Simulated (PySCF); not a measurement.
Compound: C6H4.
Numbering: `[CH:1]#[C:2]/[CH:3]=[CH:4]\[C:5]#[CH:6]` (hydrogens: H7 on C1; H8 on C3; H9 on C4; H10 on C6)

The same species was optimised twice, with GFN2-xTB and with PBE0-D3(BJ)/def2-SVP (PySCF), and the same property calculations (PySCF, gas phase) were run on both structures.

```csv
coordinate,GFN2-xTB,PBE0-D3(BJ)/def2-SVP,change
C1≡C2 (Å),1.202,1.214,+0.012
C5≡C6 (Å),1.202,1.214,+0.012
C3=C4 (Å),1.342,1.354,+0.012
C2–C3 (Å),1.406,1.416,+0.010
C4–C5 (Å),1.406,1.417,+0.011
C3–C4–C5 (°),123.7,124.9,+1.2
C2–C3–C4 (°),123.7,125.0,+1.3
C4–C5–C6 (°),178.7,178.9,+0.2
C1–C2–C3 (°),178.7,178.9,+0.2
```

Rotational constants: A = 7058, B = 2671, C = 1938 MHz (GFN2-xTB) against A = 7094, B = 2531, C = 1866 MHz (PBE0-D3(BJ)/def2-SVP). Point groups within 0.08 Å: C2v and C2v.

On the GFN2-xTB structure: lowest singlet, TDDFT (eV) 4.70 [B3LYP/def2-SVPD]; lowest triplet, Tamm–Dancoff (eV) 2.80 [B3LYP/def2-SVPD]; isotropic polarisability (au) 73.5 [B3LYP/def2-SVPD]; HOMO (eV) -6.68 [B3LYP/def2-SVPD]; LUMO (eV) -1.89 [B3LYP/def2-SVPD]; dipole (D) 0.16 [B3LYP/def2-SVPD]; HOMO (eV) -6.89 [PBE0/pcSseg-1]; LUMO (eV) -1.69 [PBE0/pcSseg-1]; dipole (D) 0.10 [PBE0/pcSseg-1]; GIAO shielding of C1/C6 (mean) (ppm) 87.5 [PBE0/pcSseg-1]; GIAO shielding of C2/C5 (mean) (ppm) 101.6 [PBE0/pcSseg-1]; GIAO shielding of C3/C4 (mean) (ppm) 57.6 [PBE0/pcSseg-1].

Question: What do these properties become on the PBE0-D3(BJ)/def2-SVP structure?

Answer: 
```tsv
property	level	on GFN2-xTB	on PBE0-D3(BJ)/def2-SVP	change
lowest singlet, TDDFT (eV)	B3LYP/def2-SVPD	4.70	4.62	-0.08
lowest triplet, Tamm–Dancoff (eV)	B3LYP/def2-SVPD	2.80	2.72	-0.08
isotropic polarisability (au)	B3LYP/def2-SVPD	73.5	75.8	+2.3
HOMO (eV)	B3LYP/def2-SVPD	-6.68	-6.66	+0.02
LUMO (eV)	B3LYP/def2-SVPD	-1.89	-1.96	-0.07
dipole (D)	B3LYP/def2-SVPD	0.16	0.10	-0.06
energy, GFN2-xTB geometry as zero (kcal/mol)	B3LYP/def2-SVPD	0.0	-1.6	-1.6
HOMO (eV)	PBE0/pcSseg-1	-6.89	-6.87	+0.02
LUMO (eV)	PBE0/pcSseg-1	-1.69	-1.76	-0.07
dipole (D)	PBE0/pcSseg-1	0.10	0.05	-0.05
energy, GFN2-xTB geometry as zero (kcal/mol)	PBE0/pcSseg-1	0.0	-0.3	-0.3
GIAO shielding of C1/C6 (mean) (ppm)	PBE0/pcSseg-1	87.5	85.3	-2.2
GIAO shielding of C2/C5 (mean) (ppm)	PBE0/pcSseg-1	101.6	101.4	-0.2
GIAO shielding of C3/C4 (mean) (ppm)	PBE0/pcSseg-1	57.6	54.6	-3.0
```

The heavy atoms differ by 0.043 Å rms after alignment. Among bonds between heavy atoms C1≡C2, C3=C4, C4–C5 and C5≡C6 change most and about equally (+0.011 to +0.012 Å). Changes are differences of the printed values. Neither structure is proved a minimum here.
